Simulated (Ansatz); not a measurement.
Candidates: grey tin (α-Sn), fcc Pd, fcc Ni, fcc Sr, fcc Pb, fcc Ag. Level: PBE (plane waves, PAW; Ansatz, a quantum-chemistry and plane-wave program).

Ansatz's runs of these crystals have no spin polarisation, but for fcc Ni.

Density-functional runs with spin start from parallel moments for fcc Ni.

Spin–orbit coupling is left out, also for the solids with elements from indium on (grey tin (α-Sn), fcc Pb); its size isn't shown.

Ansatz's density-functional and Hartree–Fock values are scalar-relativistic unless marked +SOC, with PAW data made under PBE.

Task: Order them by their lattice constant a at this level, smallest first.

Result: fcc Ni (3.519 Å), fcc Pd (3.943 Å), fcc Ag (4.147 Å), fcc Pb (5.040 Å), fcc Sr (6.030 Å), grey tin (α-Sn) (6.655 Å)
